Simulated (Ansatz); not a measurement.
Atomisation energy: 6 cases among organics with nitrogen, in kcal/mol, species as SMILES. Terms: valence correlation only; 6-311+G** with 5d; UHF or UKS for open shells; 6-31G* and kin with 6d, 5d where marked; atomisation electronic, to ground-state atoms; no spin-orbit coupling; non-relativistic; no dispersion term unless named. Basis-set limits of correlation are two-point, X^-3; Hartree-Fock from the larger set (for Q and 5 zeta extrapolated as (X+1)exp(-9√X)). [CCSD(T)-MP2]/basis is that difference in the basis named. Ab initio and DFT rows: single points at B3LYP-D3(BJ) geometries (Ansatz, a first-principles code).

Coupled cluster (Ansatz) is a level with limits of its own, used here on species with T1 under 0.025 (0.045 for open shells) and stable references: (a) RI-MP2/CBS(aug-cc-pVTZ,aug-cc-pVQZ)+[CCSD(T)-MP2]/aug-cc-pVTZ; (b) RI-MP2/CBS(cc-pVTZ,cc-pVQZ)+[CCSD(T)-MP2]/cc-pVTZ; (c) CCSD(T)/CBS(def2-TZVPPD,def2-QZVPPD); (d) CCSD(T)/CBS(cc-pVQZ,cc-pV5Z).

| species | atoms | coupled cluster | difference of PBE/6-31G* (Ansatz) | difference of HF/3-21G (Ansatz) | difference of PBE/3-21G (Ansatz) | difference of MP2/6-311+G** (Ansatz) | difference of wB97M-V/def2-TZVPD (Ansatz) | difference of B2PLYP-D3(BJ)/def2-TZVPD (Ansatz + dftd3) |
|---|---|---|---|---|---|---|---|---|
| N#C (CHN) | 3 | 311.3 (d) | 10.8 | -141.2 | 1.0 | -10.3 | 2.1 | 1.3 |
| C=N (CH3N) | 5 | 437.7 (c) | 10.4 | -174.8 | -4.4 | -24.5 | 2.6 | -1.7 |
| CC#N [acetonitrile] | 6 | 614.4 (a) | 19.6 | -215.8 | 9.5 | -23.3 | 2.9 | -0.7 |
| N1CC1 | 8 | 719.2 (b) | 19.0 | -262.4 | -4.7 | -36.8 | 3.5 | -6.0 |
| c1cc[nH]c1 | 10 | 1069.0 (b) | 39.4 | -356.2 | 22.8 | -38.7 | 7.2 | -2.1 |
| NC1CC1 | 11 | 1020.7 (a) | 21.8 | -334.7 | 2.1 | -47.7 | 4.3 | -8.8 |

| level | cases | mean signed difference | mean absolute difference | median absolute difference | largest absolute difference |
|---|---|---|---|---|---|
| PBE/6-31G* (Ansatz) | 6 | 20.17 | 20.17 | 19.30 | 39.4 |
| HF/3-21G (Ansatz) | 6 | -247.52 | 247.52 | 239.10 | 356.2 |
| PBE/3-21G (Ansatz) | 6 | 4.38 | 7.42 | 4.55 | 22.8 |
| MP2/6-311+G** (Ansatz) | 6 | -30.22 | 30.22 | 30.65 | 47.7 |
| wB97M-V/def2-TZVPD (Ansatz) | 6 | 3.77 | 3.77 | 3.20 | 7.2 |
| B2PLYP-D3(BJ)/def2-TZVPD (Ansatz + dftd3) | 6 | -3.00 | 3.43 | 1.90 | 8.8 |

PBE/6-31G* lies above in 6 of 6 cases and within 2 kcal/mol in 0; mean signed difference 20.17 kcal/mol, mean absolute 20.17 kcal/mol (13.60 over the 3 cases of up to 6 atoms, 26.73 over the larger). These figures hold for the species listed.

How the rows were picked: cases drawn at random among the computed members of the class with clean coupled-cluster diagnostics. The batch they came from held 17 cases of this property in the class: 0 with a tabulated value, 14 with clean coupled cluster alone, 3 with neither, which enter no statistics. The levels are drawn from those run on every case listed, the commonest habits more often. No case is left out for the size of its miss. Left out are saddle points of the reference geometry, anions that the best level run finds unbound, excited spin states, species near biochemistry, 298 K rows of species without real B3LYP wavenumbers, cases with under five habitual levels, runs that failed or that the program found above a lower state of the same kind, table entries that another table contradicts, and a share of species set aside by lot.
